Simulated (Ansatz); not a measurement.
**SiNHO (triplet): the correlation ladder, cc-pVTZ**

Aim: climb from Hartree-Fock through coupled cluster for SiNHO (triplet) at one geometry and basis, and see what each rung misses.

The runs use Ansatz 0.2.0, Gaussian basis; cc-pVTZ, core rule «outside noble gas», up to 7 orbitals frozen.

The runs, in order: UHF; CCSD(T) on ROHF; CCSD(T) on UHF; BCCD(T) on ROHF; CCSDT(Q) on ROHF; CCSDT(Q) on UHF.

6 further runs of the same task are left out: 6 set aside as unsound or not needed. Runs told in other sessions of the task aren't counted.

### Step 1. The system

The geometry is a PBE0/def2-TZVP stationary point (not a proven minimum).

4 atoms, charge 0, spin multiplicity 3.

Atoms are counted from 1 here; the program's logs count them from 0.

Bond lengths: O1–N2 1.191 Å, N2–Si3 1.782 Å, Si3–H4 1.519 Å. Angles: O1–N2–Si3 136.4°, N2–Si3–H4 90.8°.

### Step 2. UHF

File in.yaml:

```yaml
crystal:
  periodic: [false, false, false]
  atoms:
    - {symbol: O, position_ang: [0.000000, -0.144299, 1.624079]}
    - {symbol: N, position_ang: [0.000000, 0.380867, 0.555568]}
    - {symbol: Si, position_ang: [0.000000, -0.153981, -1.144069]}
    - {symbol: H, position_ang: [0.000000, 1.288393, -1.621334]}
basis:
  gaussian: {orbitals: cc-pVTZ}
magnetization: {spin_polarized: true, initial_magnetization: 2}
hamiltonian: {xc: hf}
output: {orbitals: {seedname: orbitals}}
```

Run with:

```bash
$ ansatz run in.yaml --threads 1 --pin off --events-out ev --progress --plain --max-ram 2560MiB --backend cpu
```

After this run come: CCSD(T) on ROHF; CCSD(T) on UHF; BCCD(T) on ROHF; CCSDT(Q) on ROHF; CCSDT(Q) on UHF.

Q: Predict the results of all the runs planned. Wanted: RCCSDT(Q) from the RHF energy; RMP2 from RCCSDT(Q); UMP2 from RCCSDT(Q); RCCSD from RCCSDT(Q); RCCSD(T) from RCCSDT(Q); UCCSD(T) from RCCSDT(Q); UCCSDT(Q) from RCCSDT(Q); T1 diagnostic.

**Answer**, as computed:

| quantity | value |
| --- | --- |
| RCCSDT(Q) from the ROHF energy | -15.3781 eV |
| RMP2 from RCCSDT(Q) | +110.6 kJ/mol |
| UMP2 from RCCSDT(Q) | +140.1 kJ/mol |
| RCCSD from RCCSDT(Q) | +76.7 kJ/mol |
| RCCSD(T) from RCCSDT(Q) | +9.3 kJ/mol |
| UCCSD(T) from RCCSDT(Q) | +9.9 kJ/mol |
| UCCSDT(Q) from RCCSDT(Q) | -0.7 kJ/mol |
| levels within 1 kcal/mol (43 meV) | UCCSDT(Q) |
| T1 diagnostic | 0.034 |

**Reading.** RCCSD(T) lands +9.3 kJ/mol from the yardstick (0.6 % of the correlation energy). Coupled cluster took another determinant than the lowest Hartree-Fock one. These misses are within one basis, not against nature; the frozen cores of restricted and unrestricted runs differ, which can shift their rows.
